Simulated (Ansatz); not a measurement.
A nudged elastic band was laid between two geometries of C5H10 (15 atoms, charge 0, multiplicity 1).

The calculation used RHF/STO-3G in Ansatz 0.2.0.

```json
{
 "movable images": "7",
 "climbing image": "yes",
 "spring": "5.0 eV/Å²",
 "optimiser": "quadratic models (default)",
 "start path": "through a guess of the saddle point",
 "force threshold": "0.05 eV/Å",
 "iteration limit": "60",
 "end points": "relaxed"
}
```

Image 0:

```xyz
15
Properties=species:S:1:pos:R:3
C -1.511 1.500 1.285
C -0.594 0.721 0.355
C -0.058 -0.438 0.647
C 0.868 -1.274 -0.234
C 1.177 -0.678 -1.621
H -2.486 1.648 0.826
H -1.096 2.483 1.498
H -1.650 0.975 2.224
H -0.402 1.196 -0.600
H -0.269 -0.890 1.611
H 1.805 -1.431 0.302
H 0.422 -2.261 -0.363
H 1.670 0.285 -1.531
H 0.268 -0.545 -2.199
H 1.834 -1.345 -2.171
```

Image 8:

```xyz
15
Properties=species:S:1:pos:R:3
C -1.601 1.440 1.241
C -0.639 0.690 0.333
C -0.018 -0.414 0.667
C 0.957 -1.216 -0.192
C 1.201 -0.659 -1.608
H -2.584 1.516 0.781
H -1.246 2.453 1.422
H -1.707 0.938 2.197
H -0.490 1.135 -0.643
H -0.185 -0.838 1.652
H 1.910 -1.278 0.335
H 0.585 -2.238 -0.271
H 1.901 -1.297 -2.140
H 1.618 0.342 -1.567
H 0.277 -0.623 -2.176
```

(1) Which bonds break or form, and what moves?

(2) Give the energies along the band, and the barrier.

(3) What is the geometry of the highest image?

The band took 5 iterations and about 40 core-seconds.

## Answers

(1) No bond is made or broken. The dihedral C3–C4–C5–H14 goes from -60 to 61°. The two ends are copies of one structure, up to a mirror image or an exchange of like atoms.

(2) The run converged. The highest image is number 4 of 0 to 8, 0.179 eV above the ends, which have the same energy within 2 meV. A vibrational analysis at the climbing image gives 2 clearly imaginary modes (274i, 48i cm⁻¹): a point of higher order, so a lower path passes nearby. Limits of this set-up: minimal basis.

```tsv
image	path coordinate (Å)	energy (eV)	dihedral C3–C4–C5–H14 (°)
0	0.00	0.000	-60
1	0.45	0.025	-46
2	0.89	0.088	-32
3	1.34	0.152	-16
4	1.79	0.179	0
5	2.23	0.151	17
6	2.68	0.087	33
7	3.13	0.025	47
8	3.58	0.000	61
```

(3) 
```xyz
15
Properties=species:S:1:pos:R:3:forces:R:3
C -1.612 1.445 1.280 -0.04 0.01 0.04
C -0.659 0.722 0.341 0.03 -0.02 -0.03
C -0.032 -0.387 0.644 0.01 0.00 0.00
C 0.944 -1.202 -0.207 -0.01 0.01 0.04
C 1.239 -0.695 -1.642 0.01 0.01 -0.03
H -2.603 1.519 0.838 -0.01 0.00 -0.01
H -1.266 2.458 1.478 0.01 0.00 -0.01
H -1.699 0.923 2.228 0.01 0.00 -0.01
H -0.530 1.196 -0.623 0.00 0.01 0.00
H -0.194 -0.822 1.625 0.00 -0.01 0.00
H 1.880 -1.271 0.348 0.00 0.00 -0.01
H 0.558 -2.220 -0.259 0.00 -0.01 0.00
H 2.297 -0.491 -1.767 0.00 0.00 0.01
H 0.700 0.215 -1.876 0.00 0.01 0.00
H 0.957 -1.441 -2.378 0.00 -0.01 0.00
```

Time of the run: 38 s on 1 thread of AMD EPYC 7R43 64-Core Processor (Zen 3), with other jobs on the host, peak memory 0.097 GiB.
